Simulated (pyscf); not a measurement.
H₃C–Zn–Cl + hydrogen fluoride (HF) → methane (CH₄) + F–Zn–Cl, a four-centre exchange (singlet surface; C–Zn, F–H broken, C–H, F–Zn formed). Single points on ωB97X-D3(BJ)/def2-SVP structures (PySCF, gas phase). Energies in kcal/mol from the separated reactants.

AM1 to PM7: differences of heats of formation from MOPAC. 

Problem. Quick AM1 single points give ΔE‡ = 64.5 kcal/mol and ΔE = +25.9 kcal/mol. What does ωB97M-D3(BJ)/def2-TZVP give, and how far is the quick result from it?

Solution. ωB97M-D3(BJ)/def2-TZVP gives ΔE‡ = 13.3 kcal/mol and ΔE = -17.6 kcal/mol. AM1 lies 51.2 kcal/mol over it in the barrier and 43.5 kcal/mol over it in the reaction energy, so on this step it does not hold to within 3.0 kcal/mol. ωB97M-D3(BJ)/def2-TZVP has limits of its own. One saddle was located; it need not be the lowest between these sides. In the def2 sets elements up to Kr have no core potential.
